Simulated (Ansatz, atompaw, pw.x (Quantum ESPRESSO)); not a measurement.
**tungsten (W): does the PAW (atompaw) potential hold in the solid?**

W, PAW, made with atompaw 4.2.0.5 (LDA (PW92), scalar-relativistic). Core [Xe] 4f14, reference 5d4 6s1 6p1. Waves: 6s (bound): rc 3.00 bohr; 6s channel at -0.05 Ry: rc 3.00 bohr; 6p (bound): rc 3.00 bohr; 6p channel at 5.2 Ry: rc 3.00 bohr; 5d (bound): rc 3.00 bohr; 5d channel at 3.7 Ry: rc 3.00 bohr; 5f channel at -0.05 Ry: rc 3.00 bohr; 5f channel at 0.3 Ry: rc 3.00 bohr. Local part: bessel scheme, radius 2.70 bohr. Core correction: smooth core density matched at 1.90 bohr. Augmentation charge: sinc compensation charge, radius 2.30 bohr; PAW radius 3.00 bohr; waves and projectors: custom rrkj gramschmidtortho.

Atomic tests: cutoffs needed: 10 Ry and 18 Ry (the cutoffs (Ry, on a coarse ladder) from which the occupation-weighted sum of valence levels, in a spherical-Bessel basis at the reference potential, stays within 10 and 1 mRy of its value at 400 Ry); ghost test: no extra level below or beside the all-electron valence levels (s, p, d, f tested) (spherical-Bessel basis up to 400 Ry, 20 bohr box); lowest eigenvalue of the overlap operator: 0.21 (p channel).

Crystal test: fcc W in pw.x 7.5, no spin, 14³ k-points, Fermi–Dirac smearing 0.01 Ry, cutoffs 40/400 Ry. The reference is all-electron LAPW (Ansatz 0.2.0) with the same functional, mesh and smearing; V0 and B0 come from Birch–Murnaghan fits to the pressures at five volumes. Errors are pseudo minus all-electron; Δ is the rms difference of the E(V) curves that follow from these fits, minima aligned, over ±6 % about the mean V0. Mesh and smearing are coarse, so the numbers serve the comparison and aren't converged zero-temperature values; the lattice is a test structure that the element need not adopt.

| V (Å³/atom) | P all-electron (GPa) | P pseudo (GPa) |
| --- | --- | --- |
| 14.903 | 17.87 | 63.60 |
| 15.295 | 8.51 | 51.59 |
| 15.687 | 0.24 | 40.91 |
| 16.079 | -7.07 | 31.35 |
| 16.471 | -13.52 | 22.80 |

All-electron: a0 = 3.975 Å (V0 = 15.70 Å³/atom), B0 = 309.7 GPa.

Pseudopotential: mean pressure error (GPa): +40.84. The pressure does not cross zero within the volumes sampled, so no fit is given. The largest radius (3.00 bohr) exceeds half the bond length (2.65 bohr), so the spheres overlap, which is one possible source of error among others. This is a poor potential for the solid.

Problem. At the middle volume, how do free energy and pressure move when the wave cutoff is lowered (ecutrho held at 400 Ry)?

Solution.

```json
{"cutoff (Ry)": "18", "shift of F (meV/atom)": "+37.5", "shift of P (GPa)": "-0.81"}
{"cutoff (Ry)": "24", "shift of F (meV/atom)": "+12.4", "shift of P (GPa)": "+0.35"}
{"cutoff (Ry)": "32", "shift of F (meV/atom)": "+1.7", "shift of P (GPa)": "-0.07"}
```

The run at the middle volume (104 k-points, 7 iterations) took about 26 s on one core of a shared host (Intel(R) Xeon(R) Platinum 8175M CPU @ 2.50GHz, 96 threads, 755 GiB, load 31).
